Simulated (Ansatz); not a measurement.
# CN2O2: the cost of one run

Computed with Ansatz 0.2.0 (the levels named in each step, unless a step's input says otherwise).

## Step 1: The structure to begin with

Bond lengths: N1–N2 1.098 Å, O3–C4 1.143 Å, C4–O5 1.144 Å. Angles: O3–C4–O5 179.7°.

As a file:

```xyz
5

N    -0.3305   -2.6163   -0.0555
N    -0.0854   -1.6334   -0.4794
O     0.5432    1.7905   -0.8030
C     0.1324    1.3508    0.1690
O    -0.2785    0.9159    1.1444
```

## Step 2: A rough first relaxation, PBE-D4/def2-SVP

This run stands in another session on the same molecule. It ended at:

```xyz
5

N    -0.3117   -2.7165   -0.2039
N    -0.0917   -1.6442   -0.3970
O     0.5442    1.7041   -0.8597
C     0.1282    1.3869    0.1912
O    -0.2878    1.0771    1.2449
```

## Step 3: Relaxation, B2PLYP/def2-TZVPP

File input.yaml:

```yaml
crystal:
  periodic: [false, false, false]
  atoms:
    - { symbol: "N", position_ang: [-0.31169851, -2.71654138, -0.20389715] }
    - { symbol: "N", position_ang: [-0.09165245, -1.64417077, -0.39699579] }
    - { symbol: O, position_ang: [0.54421313, 1.70411906, -0.85965959] }
    - { symbol: C, position_ang: [0.12817139, 1.38693474, 0.19115552] }
    - { symbol: O, position_ang: [-0.28782357, 1.07712835, 1.24490701] }
basis:
  gaussian: { orbitals: def2-TZVPP }
hamiltonian:
  xc: { name: B2PLYP }
relax:
  f_tol: 0.002
  max_steps: 150
```

Launch:

```sh
> ansatz run input.yaml --threads 4 --pin off --max-ram 10240MiB --backend cpu --events-out ev --progress --plain --runs-dir out
```

What time and memory should one allow on 4 threads of Intel Xeon Platinum 8488C (Sapphire Rapids), shared host?

About 66 s, with a peak of 0.56 GiB.
